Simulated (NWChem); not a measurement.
Total energies of Cl

SMILES: [Cl]
```xyz
1

Cl     0.0000     0.0000     0.0000
```
Charge 0, spin multiplicity 2.

All runs are NWChem calculations.

Basis set: cc-pVQZ (59 functions).

```json
[
 {"method": "UHF", "total energy (Ha)": "-459.48909", "relative cost": "1"},
 {"method": "UMP2", "total energy (Ha)": "-459.66397", "relative cost": "under 3"},
 {"method": "UB2PLYP", "total energy (Ha)": "-460.03893", "relative cost": "under 3"},
 {"method": "UPBE", "total energy (Ha)": "-459.96940", "relative cost": "under 3"},
 {"method": "UB3LYP", "total energy (Ha)": "-460.17853", "relative cost": "under 3"},
 {"method": "ULC-wPBE (omega 0.3 per bohr)", "total energy (Ha)": "-459.99970", "relative cost": "under 3"}
]
```

Total energies of different functionals aren't comparable as a measure of quality: only differences taken within one method are. Costs are rough ratios of processor time within this set of runs, SCF included, with UHF as 1.

The correlated methods keep 5 core orbitals frozen. B3LYP has NWChem's definition, with VWN1-RPA local correlation. GW and range-separated runs recompute their integrals, the others keep them in memory, which bears on the times. No SCF solution was tested for a lower state. Open-shell Hartree-Fock references start from PBE0 orbitals; any time given for them includes that run.
